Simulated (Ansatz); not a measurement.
Compare A (`CC#COC`) with its isomer B (`C=C/C=C\O`).

Gas-phase electronic energies from Ansatz, PBE0-D4/def2-TZVP geometries. CBS: MP2 limit from def2 TZ/QZ plus the TZ coupled-cluster correction, frozen cores. This one scheme is used for every species. Functionals use def2-TZVPP. B3LYP here is the variant with VWN-RPA as its local correlation; programs differ in this. One conformer a species, not always the lowest.

**Question.** Which is lower in electronic energy at CCSD(T)/CBS, and by how much? (Estimate.)

**Answer.** Ansatz gave: B, by 141.1 kJ/mol.

**Question.** Give E(B) − E(A) in kJ/mol with r2SCAN-D4, MP2/def2-TZVPP, CCSD/def2-TZVPP, B3LYP, B2PLYP, HF/def2-TZVPP, ωB97M-V. (An estimate is asked.)

**Answer.** Ansatz gave: r2SCAN-D4 -147.9, MP2/def2-TZVPP -130.9, CCSD/def2-TZVPP -133.9, B3LYP -135.8, B2PLYP -133.2, HF/def2-TZVPP -122.8, ωB97M-V -134.7. None reverses the order clearly.

Largest T1 diagnostic: 0.012.

From PBE to PBE0 (25 % exact exchange), in def2-TZVPP and without D4, E(B) − E(A) moves by +3.1 kJ/mol. In def2-TZVPP, CCSD(T) changes the Hartree–Fock value by −15.5 kJ/mol (the triples alone add −4.4 kJ/mol) and MP2 by −8.1 kJ/mol.
